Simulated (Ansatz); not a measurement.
A nudged elastic band was laid between two geometries of C$_{3}$H$_{6}$FN (11 atoms, charge 0, multiplicity 1).

These are results of RKS B3LYP-D4/6-31G* (Ansatz 0.2.0), not measurements.

| Item | Value |
| --- | --- |
| movable images | 7 |
| climbing image | yes |
| spring | 5.0 eV/Å² |
| optimiser | quadratic models (default) |
| start path | IDPP |
| force threshold | 0.05 eV/Å |
| iteration limit | 43 |
| end points | relaxed |

Initial state:

```xyz
11
Properties=species:S:1:pos:R:3
C -0.767 1.283 0.137
C -0.069 0.173 -0.141
N 0.572 -0.109 -1.350
C -0.013 -0.981 0.821
F 1.309 -1.441 0.927
H -0.869 2.093 -0.580
H -1.286 1.390 1.083
H 1.411 -0.664 -1.221
H 0.753 0.704 -1.926
H -0.614 -1.823 0.456
H -0.360 -0.684 1.814
```

Final state:

```xyz
11
Properties=species:S:1:pos:R:3
C -0.845 1.245 0.107
C 0.007 0.227 -0.097
N 0.890 0.116 -1.159
C 0.034 -0.951 0.842
F 1.333 -1.442 0.984
H -0.950 2.060 -0.604
H -1.455 1.286 1.002
H 1.295 -0.793 -1.325
H 0.682 0.645 -1.994
H -0.573 -1.775 0.439
H -0.354 -0.674 1.827
```

(1) What changes between the two ends?

(2) Give the energies along the band, and the barrier.

(3) What is the geometry of the highest image?

The band took 4 iterations and about 2.2 core-minutes.

Answers

(1) No bond is made or broken. The height of N3 over the plane of its neighbours goes from -0.31 to 0.21 Å.

(2) It converged. The highest image is number 6 of 0 to 8, 0.110 eV above the first end and 0.002 eV above the last; the last end lies 0.107 eV above the first. The top lies less than 8 meV above the higher end, about what the thresholds resolve: that end is a shoulder or a very shallow well. A vibrational analysis at the climbing image gives one clearly imaginary mode, 349i cm⁻¹: a first-order saddle point.

| image | path coordinate (Å) | energy (eV) | height of N3 over the plane of its neighbours (Å) |
| --- | --- | --- | --- |
| 0 | 0.00 | 0.000 | -0.31 |
| 1 | 0.08 | 0.002 | -0.29 |
| 2 | 0.17 | 0.019 | -0.23 |
| 3 | 0.25 | 0.049 | -0.15 |
| 4 | 0.33 | 0.081 | -0.07 |
| 5 | 0.41 | 0.103 | 0.02 |
| 6 | 0.49 | 0.110 | 0.10 |
| 7 | 0.56 | 0.109 | 0.16 |
| 8 | 0.62 | 0.107 | 0.21 |

(3) 
```xyz
11
Properties=species:S:1:pos:R:3
C -0.836 1.257 0.121
C -0.008 0.222 -0.104
N 0.826 0.074 -1.191
C 0.020 -0.956 0.835
F 1.319 -1.459 0.955
H -0.944 2.073 -0.588
H -1.435 1.299 1.023
H 1.357 -0.774 -1.294
H 0.709 0.655 -2.006
H -0.600 -1.774 0.443
H -0.344 -0.674 1.827
```

Run time: 2.2 min on 1 thread of Arm Neoverse V1, on a shared host, peak memory 0.17 GiB.
